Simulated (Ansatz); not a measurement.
Molecule: water, H2O, charge 0, multiplicity 1. 
Coordinates optimised at B3LYP-D3(BJ)/def2-TZVP (Ansatz, a first-principles code):
```
O
H 1 0.9627
H 1 0.9627 2 105.24
```

Parts of the frozen-core correlation energy in 6-31G (Ansatz, hartree). Frozen orbitals: 1; correlated occupied orbitals by spin: 4 and 4; virtual: 8 and 8. Spin-orbit coupling is left out. No relativistic terms.

```tsv
term	value
reference (HF)	-75.98412
MP2 opposite-spin	-0.09826
MP2 same-spin	-0.02995
CCSD correlation	-0.13488
(T)	-0.00100
FCI minus CCSD(T)	-0.00053
T1 diagnostic	0.007
largest doubles amplitude	0.053
```
